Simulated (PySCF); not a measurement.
**Electronic absorption of C3H5N3**

C3H5N3.
SMILES: `Cn1cnnc1`

The calculation used PySCF 2.14.0, density-fitted response routines, TDDFT PBE0/def2-SVPD, vertical, gas phase, core orbitals frozen in the response. Geometry: PBE0-D3(BJ)/def2-SVP; no solvent, vibrations or thermal averaging.

```csv
state,E (eV),λ (nm),ν̃ (cm⁻¹),f,"main configurations (H = HOMO, L = LUMO)"
S1,5.72,216.9,46100,0.0001,H→L (99%)
S2,6.34,195.6,51120,0.011,H→L+2 (97%)
S3,6.64,186.6,53590,0.0000,H→L+1 (97%)
S4,6.92,179.3,55790,0.0000,H-1→L+1 (98%)
S5,6.99,177.4,56380,0.116,H-1→L (93%)
S6,7.22,171.6,58260,0.0052,"H-2→L (52%), H-1→L+2 (46%)"
```

The lowest singlet lies at 5.72 eV (217 nm, ultraviolet) and is dark (f under 0.0005); its leading configuration is HOMO→LUMO (99%). The most intense listed level is S5 at 6.99 eV (177 nm, f = 0.116), 1.27 eV above S1. Löwdin shares by element: HOMO nitrogen 80% or more, carbon 16% or more; LUMO carbon 38% or more, nitrogen 30% or more (atoms not listed hold the other 32%). The listed states span 1.51 eV, and the widest gap between neighbours is 0.62 eV (S1 to S2). The oscillator strengths of these states sum to 0.132; summed over the whole spectrum of an exact calculation they would give the number of electrons, 44 (Thomas–Reiche–Kuhn). Weighted by f, the mean energy of these states is 6.94 eV. Singlets were solved by full linear response.
